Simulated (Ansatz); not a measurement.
Reaction (SMILES): ClCl -> 2 Cl atom (the Cl-Cl bond breaks)

Wanted: bond dissociation energy (enthalpy at 298 K), in kcal/mol. Conventions: no spin-orbit coupling; 6-31G* and kin with 6d, 5d where marked; 6-311+G** with 5d, 6d on Na to Ar in Ansatz (a program for electronic structure); LANL2DZ with its own core potentials from Na on; frozen cores in correlated levels; non-relativistic; open shells spin-unrestricted. Basis-set limits of correlation are two-point, X^-3; Hartree-Fock from the larger set (for Q and 5 zeta extrapolated as (X+1)exp(-9√X)). Ab initio and DFT rows: single points at B3LYP-D3(BJ) geometries (Ansatz), with unscaled harmonic terms from B3LYP/6-31G* at its own minima.

Measured values: Active Thermochemical Tables 1.112 (ions: stationary electron), as tabulated in the package chemicals; they hold spin-orbit and core effects, anharmonicity. 

Value to compare with, the measured value: 58.0 kcal/mol.

```
level                                 program  bond dissociation energy (enthalpy at 298 K) (kcal/mol)  error
------------------------------------  -------  -------------------------------------------------------  -----
MP2/STO-3G                             Ansatz                                                     30.5  -27.5
MP2/3-21G                              Ansatz                                                     10.3  -47.7
MP2/LANL2DZ                            Ansatz                                                      7.4  -50.6
MP2/6-31G*                             Ansatz                                                     41.8  -16.2
MP2/6-311+G**                          Ansatz                                                     43.5  -14.5
CCSD(T)/CBS(cc-pV(Q+d)Z,cc-pV(5+d)Z)   Ansatz                                                     59.5    1.5
```

0 of the 5 habitual levels lie above the measured value; their mean absolute error is 31.3 kcal/mol, the median 27.5.

The sets are all those run for this method; runs whose electronic state is in doubt are left out.
